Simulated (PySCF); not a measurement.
# SiHCl: relaxation and vibrations of the singlet

Aim: relax SiHCl as a singlet from a linear start, check by its vibrations whether the end is a minimum, and collect its spectrum and constants.

The runs use PySCF 2.14.0; PBE0, basis Si def2-TZVP, H def2-TZVP, Cl def2-TZVP, no relativity, density fitting.

### 1 Starting geometry

3 atoms, charge 0, spin multiplicity 1.

Bond lengths: Si1–H2 1.480 Å, Si1–Cl3 2.150 Å. Angles: H2–Si1–Cl3 180.0°.

```xyz
3
charge 0 multiplicity 1
Si    0.0000    0.0000    0.0000
H     0.0000    0.0000   -1.4800
Cl    0.0000    0.0000    2.1500
```

### 2 Finding the electronic state

The steps below are one call of a driver around PySCF. For each, scf.py gives the equivalent set-up of the SCF; relaxations use the driver's own optimiser. After this first run the driver tries any further starts and a stability analysis.

Input file scf.py:

```python
from pyscf import gto, scf, dft
mol = gto.M(atom='''
Si     0.000000     0.000000     0.000000
H      0.000000     0.000000    -1.480000
Cl     0.000000     0.000000     2.150000''',
    basis={'Si': 'def2-TZVP', 'H': 'def2-TZVP', 'Cl': 'def2-TZVP'},
    charge=0, spin=0)
mf = dft.RKS(mol, xc='PBE0')
mf.grids.atom_grid = (50, 194)
aux = {'Si': 'def2-universal-JKFIT', 'H': 'def2-universal-JKFIT', 'Cl': 'def2-universal-JKFIT'}
mf = mf.density_fit(auxbasis=aux)
mf.conv_tol = 1e-08
mf.diis_space = 10
mf.max_cycle = 60
mf.init_guess = 'minao'
mf.verbose = 4
mf.kernel()
```

Started as:

```bash
OMP_NUM_THREADS=2 python axn.py task.json out
```

The program printed:

```text
init E= -749.94800269408
  HOMO = -0.160506127217655  LUMO = -0.124628311935148  gap/eV = 0.97629
cycle= 1 E= -749.84525841063  delta_E= 0.103  |g|= 0.376  |ddm|= 2.67
  HOMO = -0.173937099023046  LUMO = -0.148714437104612  gap/eV = 0.68634
cycle= 2 E= -749.61427134425  delta_E= 0.231  |g|= 0.938  |ddm|= 1.37
  HOMO = -0.17904303606494  LUMO = -0.127022264824432  gap/eV = 1.41556
cycle= 3 E= -749.894549142698  delta_E= -0.28  |g|= 0.043  |ddm|= 0.83
  HOMO = -0.185032677875633  LUMO = -0.126774923709185  gap/eV = 1.58527
cycle= 4 E= -749.895091510296  delta_E= -0.000542  |g|= 0.0193  |ddm|= 0.139
  HOMO = -0.185002401521068  LUMO = -0.126403841455844  gap/eV = 1.59455
cycle= 5 E= -749.895212468418  delta_E= -0.000121  |g|= 0.00185  |ddm|= 0.0273
  HOMO = -0.184531843624129  LUMO = -0.125913996342987  gap/eV = 1.59507
cycle= 6 E= -749.895214019408  delta_E= -1.55e-06  |g|= 0.00055  |ddm|= 0.00467
  HOMO = -0.184599963192195  LUMO = -0.125971886624116  gap/eV = 1.59535
cycle= 7 E= -749.895214109984  delta_E= -9.06e-08  |g|= 0.000138  |ddm|= 0.00108
  HOMO = -0.18459313422386  LUMO = -0.125973731581936  gap/eV = 1.59512
cycle= 8 E= -749.89521411497  delta_E= -4.99e-09  |g|= 5.05e-05  |ddm|= 0.000193
  HOMO = -0.184596342980626  LUMO = -0.125982650505383  gap/eV = 1.59496
Extra cycle  E= -749.895214113924  delta_E= 1.05e-09  |g|= 7.57e-05  |ddm|= 0.000149
converged SCF energy = -749.895214113924
```

This step, with its further starts and checks, ran for 3.6 s (2 threads of Arm Neoverse V2, shared host).

The starts that the driver tried:

```
                      start  energy (Eh)
    the minimal-basis guess  -749.895214
a thermally smeared density  -749.895214
      a smeared PBE density  -749.895214
```

The test of internal stability and the other starts found no lower closed-shell solution.

### 3 Relaxation: linear start, singlet

The program finds C∞v symmetry in the start, which this walk keeps. Threshold on the gradient: 0.0003 Eh/bohr, with a further test on the energy change.

scf.py, as its differences from that of step 2:

```diff
@@ -3,3 +3,3 @@
-Si     0.000000     0.000000     0.000000
-H      0.000000     0.000000    -1.480000
-Cl     0.000000     0.000000     2.150000''',
+Si     0.000000     0.000000    -1.152264
+H      0.000000     0.000000    -2.632264
+Cl     0.000000     0.000000     0.997736''',
@@ -15 +14,0 @@
-mf.init_guess = 'minao'
```

Energy and gradient, step by step:

```
step  energy (Eh)  change (kJ/mol)  largest symmetric gradient (Eh/bohr)
   0  -749.895214             0.00                               0.05359
   1  -749.907880           -33.25                               0.01857
   2  -749.910136           -39.18                               0.00478
   3  -749.910319           -39.66                               0.00060
   4  -749.910322           -39.67                               0.00003
```

The walk took 2.8 s.

End point (C∞v, 4 steps, 39.7 kJ/mol gained): Si–Cl 2.346 Å, Si–H 1.668 Å; Cl–Si–H 180.0°.

### 4 Frequencies

The point is checked on the finer grid, and tightened if its gradient asks for it. The Hessian and the dipole derivatives come from central differences of analytic gradients, with steps of 0.02 bohr.

scf.py, as its differences from that of step 3:

```diff
@@ -3,3 +3,3 @@
-Si     0.000000     0.000000    -1.152264
-H      0.000000     0.000000    -2.632264
-Cl     0.000000     0.000000     0.997736''',
+Si    -0.000000     0.000000    -1.256510
+H     -0.000000     0.000000    -2.924242
+Cl     0.000000     0.000000     1.089553''',
@@ -9 +9 @@
-mf.grids.atom_grid = (50, 194)
+mf.grids.atom_grid = (75, 302)
@@ -12 +12 @@
-mf.conv_tol = 1e-08
+mf.conv_tol = 1e-10
```

This SCF starts from the last density.

Log of the central SCF (cycles and frontier levels):

```text
init E= -749.910320539428
  HOMO = -0.214054570096764  LUMO = -0.142132640117489  gap/eV = 1.95710
cycle= 1 E= -749.910320539429  delta_E= -6.82e-13  |g|= 1.71e-06  |ddm|= 2.77e-06
  HOMO = -0.214054623798095  LUMO = -0.142132945519414  gap/eV = 1.95709
Extra cycle  E= -749.910320539426  delta_E= 3.41e-12  |g|= 3.18e-06  |ddm|= 4.71e-06
converged SCF energy = -749.910320539426
```

The whole step took 9.9 s.

Geometry: C∞v; Si–Cl 2.346 Å, Si–H 1.668 Å; Cl–Si–H 180.0°.

Modes, for the most abundant isotopes:

| symmetry | ω (cm⁻¹) | IR (km/mol) | μ (u) | type |
| --- | --- | --- | --- | --- |
| π | 1312i | 439 | 1.12 | bend |
| σ+ | 304 | 254 | 25.51 | stretch |
| σ+ | 1517 | 1283 | 1.03 | stretch |

With 2 modes imaginary (up to 1312i cm⁻¹) this point is a saddle.

Constants and moments:

| Item | Value |
| --- | --- |
| Dipole moment | 2.33 D |
| Highest occupied level | -5.82 eV |
| Lowest empty level | -3.87 eV |
| Rotational constants | 0.1788 cm⁻¹ |
| Zero-point energy (real modes) | 10.9 kJ/mol |
| Principal polarisabilities | 35.0, 35.0, 83.6 bohr³ |
| Atomisation energy without zero-point energy | 426 kJ/mol |
| Principal traceless quadrupole moments about the centre of mass | -8.69, 4.35, 4.35 D Å |

Charges (e) and bond orders:

| atom | Mulliken | Löwdin | polar tensor | Mayer order to Si1 |
| --- | --- | --- | --- | --- |
| Si1 | 0.49 | 0.24 | 0.56 | – |
| H2 | -0.16 | -0.15 | -0.06 | 0.82 |
| Cl3 | -0.33 | -0.10 | -0.51 | 1.05 |

Mulliken populations on Si1: s 6.00, p 7.18, d 0.31, f 0.02.

### 5 Following the imaginary mode

The start is the last point, displaced along its most imaginary mode.

The program finds Cs symmetry in the start, which this walk keeps. The walk stops when the largest gradient is under 0.0003 Eh/bohr and the energy has settled too.

scf.py, as its differences from that of step 4:

```diff
@@ -3,3 +3,3 @@
-Si    -0.000000     0.000000    -1.256510
-H     -0.000000     0.000000    -2.924242
-Cl     0.000000     0.000000     1.089553''',
+Si    -0.007395     0.000083    -1.256510
+H      0.119992    -0.001350    -2.924242
+Cl     0.002458    -0.000028     1.089553''',
@@ -9 +9 @@
-mf.grids.atom_grid = (75, 302)
+mf.grids.atom_grid = (50, 194)
@@ -12 +12 @@
-mf.conv_tol = 1e-10
+mf.conv_tol = 1e-08
```

Energy and gradient, step by step:

```
step  energy (Eh)  change (kJ/mol)  largest symmetric gradient (Eh/bohr)
   0  -749.912120             0.00                               0.02320
   1  -749.937796           -67.41                               0.04302
   2  -749.967452          -145.27                               0.04444
   3  -749.996417          -221.32                               0.04011
   4  -750.019072          -280.80                               0.03700
   5  -750.025859          -298.62                               0.01581
   6  -750.026658          -300.72                               0.00342
   7  -750.026690          -300.80                               0.00274
   8  -750.026712          -300.86                               0.00023
   9  -750.026712          -300.86                               0.00003
```

The walk took 5.7 s.

Positions (Å) and forces (eV/Å) along the way:

```
step 0
Si  -0.007   0.000  -1.257  -1.193   0.013  -0.001
H    0.120  -0.001  -2.924   0.694  -0.008   0.108
Cl   0.002   0.000   1.090   0.499  -0.006  -0.107
step 1
Si  -0.219   0.002  -1.263  -2.212   0.025   0.247
H    0.243  -0.003  -2.904   1.278  -0.014   1.072
Cl   0.091  -0.001   1.075   0.934  -0.011  -1.320
step 5
Si  -0.727   0.008  -1.282  -0.018   0.001  -0.814
H    0.496  -0.006  -2.267  -0.330   0.004   0.414
Cl   0.346  -0.004   0.457   0.347  -0.005   0.400
step 9
Si  -0.737   0.008  -1.312   0.000   0.001   0.001
H    0.488  -0.005  -2.227   0.002   0.000   0.001
Cl   0.364  -0.004   0.449  -0.002  -0.001  -0.001
```

After 9 steps and 300.9 kJ/mol it ends at Cs: Si–Cl 2.077 Å, Si–H 1.529 Å; Cl–Si–H 94.7°.

### 6 Vibrations and properties at this point

The same treatment as at the point before.

scf.py, as its differences from that of step 5:

```diff
@@ -3,3 +3,3 @@
-Si    -0.007395     0.000083    -1.256510
-H      0.119992    -0.001350    -2.924242
-Cl     0.002458    -0.000028     1.089553''',
+Si    -0.621506     0.006990    -0.948538
+H      0.603765    -0.006790    -1.863443
+Cl     0.479837    -0.005397     0.812586''',
@@ -9 +9 @@
-mf.grids.atom_grid = (50, 194)
+mf.grids.atom_grid = (75, 302)
@@ -12 +12 @@
-mf.conv_tol = 1e-08
+mf.conv_tol = 1e-10
```

SCF at the final geometry:

```text
init E= -750.026727152288
  HOMO = -0.256795483917998  LUMO = -0.109128336957767  gap/eV = 4.01823
cycle= 1 E= -750.026727152273  delta_E= 1.47e-11  |g|= 1e-05  |ddm|= 1.52e-05
  HOMO = -0.256796360629945  LUMO = -0.109129498610219  gap/eV = 4.01822
cycle= 2 E= -750.026727152251  delta_E= 2.23e-11  |g|= 1.35e-05  |ddm|= 2.04e-05
  HOMO = -0.256795859371593  LUMO = -0.109128833393456  gap/eV = 4.01822
cycle= 3 E= -750.026727152302  delta_E= -5.1e-11  |g|= 4.36e-08  |ddm|= 1.16e-05
  HOMO = -0.256795858572513  LUMO = -0.109128832626816  gap/eV = 4.01822
Extra cycle  E= -750.026727152302  delta_E= 3.41e-13  |g|= 4.41e-08  |ddm|= 8.29e-08
converged SCF energy = -750.026727152302
```

The whole step ran for 13 s (2 threads of Arm Neoverse V2, shared host).

Geometry: Cs; Si–Cl 2.077 Å, Si–H 1.529 Å; Cl–Si–H 94.7°.

Harmonic modes (main isotopes):

```csv
symmetry,ω (cm⁻¹),IR (km/mol),μ (u),type
a',527,102,24.52,stretch
a',812,46.6,1.07,bend
a',2019,270,1.04,stretch
```

Every mode is real; the point is a minimum.

Constants and moments:

| Quantity | Value |
| --- | --- |
| Dipole moment | 0.97 D |
| Highest occupied level | -6.99 eV |
| Lowest empty level | -2.97 eV |
| Rotational constants | 7.5, 0.2452, 0.2375 cm⁻¹ |
| Zero-point energy | 20.1 kJ/mol |
| Principal polarisabilities | 31.8, 38.7, 51.6 bohr³ |
| Atomisation energy without zero-point energy | 732 kJ/mol |
| Principal traceless quadrupole moments about the centre of mass | -3.64, 0.42, 3.22 D Å |
| Entropy at 298.15 K and 1 bar | 251.2 J/(mol K) |
| Heat capacity Cp at 298.15 K | 40.9 J/(mol K) |
| Enthalpy at 298.15 K above 0 K | 10.65 kJ/mol |
| Rotational symmetry number | 1 |

Populations by atom (charges in e):

| atom | Mulliken | Löwdin | polar tensor | Mayer order to Si1 |
| --- | --- | --- | --- | --- |
| Si1 | 0.24 | -0.10 | 0.72 | – |
| H2 | -0.02 | -0.07 | -0.21 | 0.93 |
| Cl3 | -0.22 | 0.17 | -0.51 | 1.22 |

Mulliken populations on Si1: s 5.82, p 7.70, d 0.22, f 0.03.

### 7 Stability of the closed shell

At the lowest minimum the closed shell is tested against spin polarisation, on the (50, 194) grid. It is stable.

### 8 All stationary points

| spin | group | bonds | imaginary modes (cm⁻¹) | ΔE (kJ/mol) | with zero-point energy |
| --- | --- | --- | --- | --- | --- |
| singlet | Cs | Si–Cl 2.077 Å, Si–H 1.529 Å | none | 0.0 | 0.0 |
| singlet | C∞v | Si–Cl 2.346 Å, Si–H 1.668 Å | 1312i, 1312i | 305.6 | – |

### 9 What came out

| quantity | value |
| --- | --- |
| minimum | singlet, Cs |
| geometry | Si–Cl 2.077 Å, Si–H 1.529 Å; Cl–Si–H 94.7° |
| wavenumbers (cm⁻¹) | 527 (a'), 812 (a'), 2019 (a') |
| dipole moment | 0.97 D |
| highest occupied, lowest empty level | -6.99, -2.97 eV |
| polar-tensor charge of Si1 | +0.72 e |
| zero-point energy | 20.1 kJ/mol |
| entropy at 298.15 K | 251.2 J/(mol K) |
| atomisation energy (no zero-point energy) | 732 kJ/mol |

What this shows: The linear start (C∞v) ends in a minimum of Cs symmetry, after a stop at a second-order saddle point 305.6 kJ/mol higher, from which it was pushed off along an imaginary mode. The strongest infrared band lies at 2019 cm⁻¹ (a', stretch). Other starts or spin states, not run here, may lie lower.

The search up to here took 36 s.
